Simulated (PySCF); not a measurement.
C2Cl4, optimised at PBE0/def2-TZVP:

```xyz
6

Cl    -0.0681    -0.8984     1.9329
C     -0.4665    -0.1463     0.4568
Cl    -2.1190     0.2040     0.2334
C      0.4577     0.1497    -0.4664
Cl     2.1101    -0.2006    -0.2429
Cl     0.0594     0.9018    -1.9425
```

Computed with PySCF (xtb for GFN2) and rigid-rotor harmonic-oscillator thermochemistry at 1 bar. 6-31G* has spherical d functions here. All species are closed-shell singlets. B3LYP is the form with VWN-RPA correlation.

List the harmonic frequencies (cm⁻¹, unscaled) at this level and at the other levels, each on its own geometry.


- PBE0/def2-TZVP: 100, 176, 237, 297, 317, 353, 463, 559, 803, 935, 1013, 1643
- B3LYP/6-31G*: 97, 180, 240, 294, 316, 344, 446, 536, 772, 889, 978, 1628
- GFN2-xTB: 93, 133, 197, 274, 282, 305, 405, 436, 716, 801, 856, 1574
- HF/6-31G*: 109, 197, 261, 334, 343, 377, 484, 640, 847, 995, 1113, 1823
- PBE/def2-SVP: 95, 169, 229, 277, 305, 336, 444, 481, 766, 890, 959, 1573
